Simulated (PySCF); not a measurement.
SO, triplet: cost against accuracy

Geometry (MP2(full)/6-31G*, from the G2/97 set):

```tsv
atom	x (Å)	y (Å)	z (Å)
O	0.0000	0.0000	0.0000
S	0.0000	0.0000	1.5240
```

Measured, as an electronic atomization energy: 523.3 kJ/mol (G2/97 heats of formation of molecule and atoms, with zero-point and thermal terms from B3LYP taken off; Curtiss et al., J. Chem. Phys. 106, 1063 (1997), Staroverov et al., J. Chem. Phys. 119, 12129 (2003)). The measured value holds scalar relativity and spin–orbit coupling, which all computed ones lack, and core correlation, which the wave-function levels lack. Atoms are taken at the same level; beside RHF, RMP2 and RCC rows of closed shells they are unrestricted. PySCF 2.14.0; the 6-31G* set has Cartesian d functions; a miss is computed less measured; times are wall times on shared hosts and scatter by a factor of two or so; they hold the correlated step alone (with one SCF for RCCSD(T)), and functionals start from a converged Hartree–Fock density. B3LYP has the VWN-RPA form, and B2PLYP's MP2 part freezes the cores.

```json
{"level": "full CI", "basis": "STO-3G", "miss (kJ/mol)": "-203.8", "time of the run": "0.02 s", "hardware": "1 CPU thread"}
{"level": "UCCSD(T)", "basis": "STO-3G", "miss (kJ/mol)": "-207.8", "time of the run": "0.15 s", "hardware": "1 CPU thread"}
{"level": "RCCSD(T)", "basis": "6-31G", "miss (kJ/mol)": "-289.3", "time of the run": "0.43 s", "hardware": "1 CPU thread"}
{"level": "PBE0", "basis": "STO-3G", "miss (kJ/mol)": "-55.5", "time of the run": "1.2 s", "hardware": "1 CPU thread"}
{"level": "B2PLYP", "basis": "STO-3G", "miss (kJ/mol)": "-120.7", "time of the run": "1.4 s", "hardware": "1 CPU thread"}
{"level": "r2SCAN", "basis": "STO-3G", "miss (kJ/mol)": "-12.6", "time of the run": "1.9 s", "hardware": "1 CPU thread"}
{"level": "B2PLYP", "basis": "6-31G", "miss (kJ/mol)": "-226.4", "time of the run": "2.1 s", "hardware": "1 CPU thread"}
{"level": "B3LYP", "basis": "6-31G", "miss (kJ/mol)": "-197.7", "time of the run": "2.4 s", "hardware": "1 CPU thread"}
{"level": "RCCSD(T)", "basis": "cc-pV(D+d)Z", "miss (kJ/mol)": "-102.2", "time of the run": "3 s", "hardware": "1 CPU thread"}
{"level": "r2SCAN", "basis": "6-31G", "miss (kJ/mol)": "-169.3", "time of the run": "3.2 s", "hardware": "1 CPU thread"}
{"level": "PBE0", "basis": "6-31G*", "miss (kJ/mol)": "-35.2", "time of the run": "4.7 s", "hardware": "1 CPU thread"}
{"level": "PBE0", "basis": "cc-pV(T+d)Z", "miss (kJ/mol)": "-0.1", "time of the run": "5.1 s", "hardware": "1 CPU thread"}
{"level": "B2PLYP", "basis": "6-31G*", "miss (kJ/mol)": "-44.3", "time of the run": "5.3 s", "hardware": "1 CPU thread"}
{"level": "RCCSDT", "basis": "6-31G", "miss (kJ/mol)": "-289.1", "time of the run": "5.5 s", "hardware": "1 CPU thread"}
{"level": "BLYP", "basis": "cc-pV(T+d)Z", "miss (kJ/mol)": "39.6", "time of the run": "5.8 s", "hardware": "1 CPU thread"}
{"level": "PBE", "basis": "cc-pV(T+d)Z", "miss (kJ/mol)": "64.4", "time of the run": "6 s", "hardware": "1 CPU thread"}
{"level": "wB97X-V", "basis": "STO-3G", "miss (kJ/mol)": "-54.3", "time of the run": "6.2 s", "hardware": "1 CPU thread"}
{"level": "B2PLYP", "basis": "cc-pV(T+d)Z", "miss (kJ/mol)": "-1.6", "time of the run": "6.9 s", "hardware": "1 CPU thread"}
{"level": "wB97X-V", "basis": "6-31G", "miss (kJ/mol)": "-210.3", "time of the run": "8.9 s", "hardware": "1 CPU thread"}
{"level": "revPBE", "basis": "cc-pV(T+d)Z", "miss (kJ/mol)": "31.9", "time of the run": "9.4 s", "hardware": "1 CPU thread"}
{"level": "wB97M-V", "basis": "6-31G", "miss (kJ/mol)": "-206.2", "time of the run": "9.7 s", "hardware": "1 CPU thread"}
{"level": "PBE", "basis": "cc-pV(Q+d)Z", "miss (kJ/mol)": "67.7", "time of the run": "12 s", "hardware": "1 CPU thread"}
{"level": "B2PLYP", "basis": "cc-pV(D+d)Z", "miss (kJ/mol)": "-45.4", "time of the run": "12 s", "hardware": "1 CPU thread"}
{"level": "B3LYP", "basis": "cc-pV(Q+d)Z", "miss (kJ/mol)": "4.5", "time of the run": "14 s", "hardware": "1 CPU thread"}
{"level": "B2PLYP", "basis": "cc-pV(Q+d)Z", "miss (kJ/mol)": "7.1", "time of the run": "17 s", "hardware": "1 CPU thread"}
{"level": "UCCSD(T)", "basis": "cc-pV(T+d)Z", "miss (kJ/mol)": "-36.5", "time of the run": "18 s", "hardware": "1 CPU thread"}
{"level": "wB97X-V", "basis": "6-31G*", "miss (kJ/mol)": "-32.0", "time of the run": "18 s", "hardware": "1 CPU thread"}
{"level": "wB97M-V", "basis": "6-31G*", "miss (kJ/mol)": "-30.4", "time of the run": "19 s", "hardware": "1 CPU thread"}
{"level": "wB97X-V", "basis": "cc-pV(T+d)Z", "miss (kJ/mol)": "4.3", "time of the run": "20 s", "hardware": "1 CPU thread"}
{"level": "B3LYP", "basis": "cc-pV(D+d)Z", "miss (kJ/mol)": "-27.4", "time of the run": "20 s", "hardware": "1 CPU thread"}
{"level": "wB97M-V", "basis": "cc-pV(T+d)Z", "miss (kJ/mol)": "1.7", "time of the run": "21 s", "hardware": "1 CPU thread"}
{"level": "r2SCAN", "basis": "cc-pV(Q+d)Z", "miss (kJ/mol)": "30.2", "time of the run": "22 s", "hardware": "1 CPU thread"}
{"level": "wB97M-V", "basis": "cc-pV(D+d)Z", "miss (kJ/mol)": "-25.3", "time of the run": "23 s", "hardware": "1 CPU thread"}
{"level": "wB97M-V", "basis": "cc-pV(Q+d)Z", "miss (kJ/mol)": "5.0", "time of the run": "58 s", "hardware": "1 CPU thread"}
{"level": "RCCSDT", "basis": "6-31G*", "miss (kJ/mol)": "-90.4", "time of the run": "3.1 min", "hardware": "1 CPU thread"}
{"level": "UCCSDT", "basis": "6-31G*", "miss (kJ/mol)": "-90.4", "time of the run": "3.2 min", "hardware": "1 CPU thread"}
{"level": "UCCSD(T)", "basis": "cc-pV(Q+d)Z", "miss (kJ/mol)": "-17.2", "time of the run": "3.4 min", "hardware": "1 CPU thread"}
{"level": "RCCSD(T)", "basis": "cc-pV(Q+d)Z", "miss (kJ/mol)": "-15.6", "time of the run": "3.5 min", "hardware": "1 CPU thread"}
{"level": "UCCSDT", "basis": "cc-pV(D+d)Z", "miss (kJ/mol)": "-102.5", "time of the run": "4.1 min", "hardware": "1 CPU thread"}
{"level": "RCCSDT", "basis": "cc-pV(D+d)Z", "miss (kJ/mol)": "-102.5", "time of the run": "6.5 min", "hardware": "1 CPU thread"}
```

The smallest set from which on each level stays within 1 kcal/mol of its own cc-pV(Q+d)Z value: RHF none (cc-pV(T+d)Z is 1.4 kcal/mol off); UHF none (cc-pV(T+d)Z is 1.1 kcal/mol off); PBE cc-pV(T+d)Z; r2SCAN cc-pV(T+d)Z; B3LYP cc-pV(T+d)Z; wB97M-V cc-pV(T+d)Z; B2PLYP none (cc-pV(T+d)Z is 2.1 kcal/mol off); RMP2 none (cc-pV(T+d)Z is 4.5 kcal/mol off); UMP2 none (cc-pV(T+d)Z is 4.6 kcal/mol off); RCCSD(T) none (cc-pV(T+d)Z is 4.6 kcal/mol off); UCCSD(T) none (cc-pV(T+d)Z is 4.6 kcal/mol off).
